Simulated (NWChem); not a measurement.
# CH3FSi (SMILES F[C][SiH3]): UPW86PBE/CRENBL (density fitting with weigend coulomb fitting, core potential)

What is the vertical ionisation energy of CH3FSi at UPW86PBE/CRENBL (density fitting with weigend coulomb fitting, core potential)? 

The results are computed with NWChem 7.3.0.

3 further runs of the same task are left out: 1 that didn't finish, 2 set aside as unsound or not needed.

### 1 The structure to begin with

CH3FSi: 6 atoms, total charge 0, spin state triplet. As SMILES, `F[C][SiH3]`. The coordinates come from a GFN2-xTB relaxation.

Bond lengths: F1–C2 1.318 Å, C2–Si3 1.844 Å, Si3–H4 1.469 Å, Si3–H5 1.456 Å, Si3–H6 1.470 Å. Angles: F1–C2–Si3 128.5°, C2–Si3–H4 110.9°, C2–Si3–H5 103.6°, C2–Si3–H6 110.8°, H4–Si3–H5 111.6°, H4–Si3–H6 108.3°, H5–Si3–H6 111.7°.

### 2 Energy and one-electron properties at UPW86PBE/CRENBL (density fitting with weigend coulomb fitting, core potential)

File mymol.nw:

```
start mymol
memory stack 880 mb heap 220 mb global 1100 mb
charge 0

geometry units angstrom noautoz
F      0.224090    -1.972460     1.187430
C      0.716820    -1.061660     0.372510
Si    -0.092860     0.468300    -0.264490
H     -1.296310     0.138890    -1.040580
H      0.933630     1.077090    -1.098720
H     -0.485360     1.349840     0.843840
end

basis "ao basis" spherical bse
F library CRENBL
C library CRENBL
Si library CRENBL
H library CRENBL
end

ecp bse
F library CRENBL
C library CRENBL
Si library CRENBL
end

basis "cd basis" spherical
F library "weigend coulomb fitting"
C library "weigend coulomb fitting"
Si library "weigend coulomb fitting"
H library "weigend coulomb fitting"
end

dft
xc xperdew86 cpbe96
mult 3
grid medium
convergence energy 1e-05
direct
iterations 200
end

property
esp
efieldgrad
dipole
quadrupole
electrondensity
moldenfile
molden_norm janpa
end

task dft property
```

Launch:

```sh
nwchem mymol.nw > mymol.out
```

The program printed, cut to the lines that bear on the results:

```text
[...]
          Wavefunction type:  spin polarized.
          No. of atoms     :     6
          No. of electrons :    18
[...]
          Charge           :     0
          Spin multiplicity:     3
[...]
          AO basis - number of functions:    60
[...]
              XC Information
              --------------
                   Perdew 1986 Exchange Functional  1.000
            Perdew 1991 LDA Correlation Functional  1.000 local
           PerdewBurkeErnz. Correlation Functional  1.000 non-local
[...]
 d= 0,ls=0.0,diis     1    -35.3310529394 -6.68D+01  1.27D-02  1.29D-01     1.0
[...]
 d= 0,ls=0.0,diis    10    -35.4031245003 -2.53D-08  1.97D-06  9.41D-09     7.3
[...]
         Total DFT energy =      -35.403124500340
      One electron energy =     -118.831077070368
           Coulomb energy =       60.547898055873
    Exchange-Corr. energy =       -8.615117811563
 Nuclear repulsion energy =       31.495172325717
[...]
      <S2> =      2.0053 (Exact =     2.0000)
[...]
   Dipole moment        1.5096629128 Debye(s)
             DMX       -0.3426236629 DMXEFC        0.0000000000
             DMY        1.4702690681 DMYEFC        0.0000000000
             DMZ        0.0000581918 DMZEFC        0.0000000000
   -EFC- dipole         0.0000000000 DEBYE(S)
   Total dipole         1.5096629128 DEBYE(S)
[...]
```

It took 8.1 s on 1 thread of AMD EPYC 7B13 (Zen 3), shared host; peak memory 0.12 GiB.

### 3 The doublet cation at the same level

File ch3fsi.nw:

```
start ch3fsi
title "CH3FSi properties"
memory stack 880 mb heap 220 mb global 1100 mb
charge 1
geometry units angstrom noautosym nocenter noautoz
F     0.224090   -1.972460    1.187430
C     0.716820   -1.061660    0.372510
Si   -0.092860    0.468300   -0.264490
H    -1.296310    0.138890   -1.040580
H     0.933630    1.077090   -1.098720
H    -0.485360    1.349840    0.843840
end
basis spherical bse
F library CRENBL
C library CRENBL
Si library CRENBL
H library CRENBL
end
ecp bse
F library CRENBL
C library CRENBL
Si library CRENBL
end
basis "cd basis" spherical
F library "weigend coulomb fitting"
C library "weigend coulomb fitting"
Si library "weigend coulomb fitting"
H library "weigend coulomb fitting"
end
dft
xc xperdew86 cpbe96
mult 2
grid medium
convergence energy 1e-05
direct
maxiter 150
noprint "final vectors analysis"
end
property
esp
efieldgrad
dipole
quadrupole
electrondensity
moldenfile
molden_norm janpa
end
task dft property
```

Launch:

```sh
nwchem ch3fsi.nw > ch3fsi.out
```

The program printed, cut to the lines that bear on the results:

```text
[...]
          Wavefunction type:  spin polarized.
          No. of atoms     :     6
          No. of electrons :    17
[...]
          Charge           :     1
          Spin multiplicity:     2
[...]
          AO basis - number of functions:    60
[...]
              XC Information
              --------------
                   Perdew 1986 Exchange Functional  1.000
            Perdew 1991 LDA Correlation Functional  1.000 local
           PerdewBurkeErnz. Correlation Functional  1.000 non-local
[...]
 d= 0,ls=0.0,diis     1    -34.9038966691 -6.64D+01  1.79D-02  3.24D-01     1.0
[...]
 d= 0,ls=0.0,diis    11    -35.0760018556 -1.61D-08  4.41D-06  8.99D-08     7.9
[...]
         Total DFT energy =      -35.076001855627
      One electron energy =     -113.877995237234
           Coulomb energy =       55.522755523145
    Exchange-Corr. energy =       -8.215934467255
 Nuclear repulsion energy =       31.495172325717
[...]
      <S2> =      0.7544 (Exact =     0.7500)
[...]
   Dipole moment        2.9466929808 Debye(s)
             DMX       -0.4202051508 DMXEFC        0.0000000000
             DMY        2.5191260813 DMYEFC        0.0000000000
             DMZ       -1.4698404473 DMZEFC        0.0000000000
   -EFC- dipole         0.0000000000 DEBYE(S)
   Total dipole         2.9466929808 DEBYE(S)
[...]
```

It took 8.7 s on 1 thread of AMD EPYC 7B13 (Zen 3), shared host; peak memory 0.12 GiB.

### 4 Results

Level: UPW86PBE/CRENBL (density fitting with weigend coulomb fitting, core potential).

| quantity | value |
| --- | --- |
| triplet CH3FSi: total energy | -35.40312 Eh |
| triplet CH3FSi: dipole moment | 1.51 D |
| triplet CH3FSi: HOMO energy (highest over α and β) | -5.00 eV |
| triplet CH3FSi: LUMO energy (lowest over α and β) | -3.21 eV |
| triplet CH3FSi: ⟨S²⟩ | 2.005 |
| doublet cation: total energy | -35.07600 Eh |
| doublet cation: ⟨S²⟩ | 0.754 |
| vertical ionisation energy (to the doublet cation) | 8.901 eV |

In words: The vertical ionisation energy comes to 8.90 eV (859 kJ/mol).
